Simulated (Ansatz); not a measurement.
Results of B3LYP (VWN-RPA form) in Ansatz (PAW) for HgS (P3₂21, No. 154).

Numerical settings: plane-wave cutoff 460 eV, 6×6×4 k mesh (along the axes of the cell as run), Fermi–Dirac smearing 0.01 eV, scalar-relativistic PAW data made under PBE.

Cell (measured lattice):

```cif
data_Hg3S3
_chemical_formula_sum 'Hg3 S3'
_space_group_name_H-M_alt 'P 1'
_space_group_IT_number 1
_cell_length_a 4.14500
_cell_length_b 4.14500
_cell_length_c 9.49600
_cell_angle_alpha 90.000
_cell_angle_beta 90.000
_cell_angle_gamma 120.000
loop_
_space_group_symop_operation_xyz
  'x, y, z'
loop_
_atom_site_label
_atom_site_type_symbol
_atom_site_fract_x
_atom_site_fract_y
_atom_site_fract_z
_atom_site_occupancy
Hg1 Hg 0.71980 0.00000 0.66667 1
Hg2 Hg 0.00000 0.71980 0.33333 1
Hg3 Hg 0.28020 0.28020 0.00000 1
S1 S 0.48890 0.00000 0.16667 1
S2 S 0.00000 0.48890 0.83333 1
S3 S 0.51110 0.51110 0.50000 1
```

Problem. Give the computed band gap and smallest direct gap on the k points sampled.

Solution. 
band gap: 2.59 eV
smallest direct gap on the k points sampled: 2.64 eV

Note: cell and atoms aren't relaxed at this level (pressure 6.4 GPa).

Spin–orbit coupling is not included.

The computed numbers hold no vibrational or temperature effects.

The result took very roughly 7 core-minutes.

Ansatz is a quantum-chemistry and plane-wave program.
